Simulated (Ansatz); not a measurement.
# AlH3OSi (SMILES O=[SiH][AlH2]): a rigid scan of the bond length Si2–Al3

An exercise on one series of results from a longer session: the logs are not shown, and one member is left open.

The runs use Ansatz 0.2.0, Gaussian basis; single points in def2-TZVPP.

Levels: PBE-D4, r2SCAN-D4, PBE0-D4, B3LYP-D4, wB97M-V, Hartree-Fock, MP2, CCSD, CCSD(T). The scan takes 2.216, 2.265, 2.337, 2.422, 2.516, 2.617, 2.724, 2.836, 2.954 Å.

Correlated methods freeze the cores. B3LYP uses VWN-RPA correlation.

36 further runs of the same task are left out: 36 set aside as unsound or not needed.

**Starting geometry**

SMILES `O=[SiH][AlH2]`, 6 atoms, charge 0, spin multiplicity 1.

Atoms are counted from 1 here; the program's logs count them from 0.

Bond lengths: O1–Si2 1.514 Å, Si2–Al3 2.439 Å, Si2–H4 1.517 Å, Al3–H5 1.574 Å, Al3–H6 1.567 Å. Angles: O1–Si2–Al3 142.2°, O1–Si2–H4 119.0°, Al3–Si2–H4 98.8°, Si2–Al3–H5 110.3°, Si2–Al3–H6 132.8°, H5–Al3–H6 116.9°.

Geometry (Å):

```
O    -0.6132   -2.3039    1.2079
Si   -0.3083   -1.2011    0.2168
Al    0.2868    1.1605    0.0850
H    -0.3389   -1.5154   -1.2670
H     0.4509    1.5987   -1.4178
H     0.5226    2.2613    1.1750
```

The first run:

relax/in.yaml reads:

```yaml
crystal:
  periodic: [false, false, false]
  atoms:
    - {symbol: O, position_ang: [-0.613180, -2.303900, 1.207920]}
    - {symbol: Si, position_ang: [-0.308260, -1.201140, 0.216770]}
    - {symbol: Al, position_ang: [0.286830, 1.160500, 0.084990]}
    - {symbol: H, position_ang: [-0.338910, -1.515450, -1.266950]}
    - {symbol: H, position_ang: [0.450890, 1.598700, -1.417770]}
    - {symbol: H, position_ang: [0.522630, 2.261290, 1.175030]}
basis:
  gaussian: {orbitals: def2-TZVP}
hamiltonian: {xc: pbe0, dispersion: d4}
relax: {f_tol: 0.005, max_steps: 200}
```

The command line of these runs was not kept.

Among the steps run: Finding the minimum; Reference energies at the minimum; Si2–Al3 = 2.216 Å; Si2–Al3 = 2.265 Å; Si2–Al3 = 2.337 Å; Si2–Al3 = 2.422 Å; Si2–Al3 = 2.516 Å; Si2–Al3 = 2.617 Å; Si2–Al3 = 2.724 Å; Si2–Al3 = 2.836 Å; Si2–Al3 = 2.954 Å.

One of the session's tables, all rows but one given; the rest of the session is left out.

Energies less that of the minimum at the same level (kcal/mol):

```
bond length (Å)  PBE-D4  PBE0-D4  B3LYP-D4  wB97M-V  Hartree-Fock
          2.216     7.2      7.3       7.3      6.8           9.6
          2.265     4.4      4.4       4.4      4.0           6.0
          2.337     1.7      1.6       1.6      1.4           2.5
          2.422     0.2      0.1       0.2      0.1           0.4
2.462 (minimum)     0.0      0.0       0.0      0.0           0.0
          2.516       ?        ?         ?        ?             ?
          2.617     1.5      1.8       1.7      2.1           1.4
          2.724     4.1      4.7       4.4      5.2           4.3
          2.836     7.4      8.5       8.0      9.2           8.3
          2.954    11.5     13.0      12.2     14.1          13.4
```

Q: Estimate the row for bond length (Å) = 2.516 from the others.

As computed: PBE-D4: 0.2; PBE0-D4: 0.3; B3LYP-D4: 0.2; wB97M-V: 0.4; Hartree-Fock: 0.0.
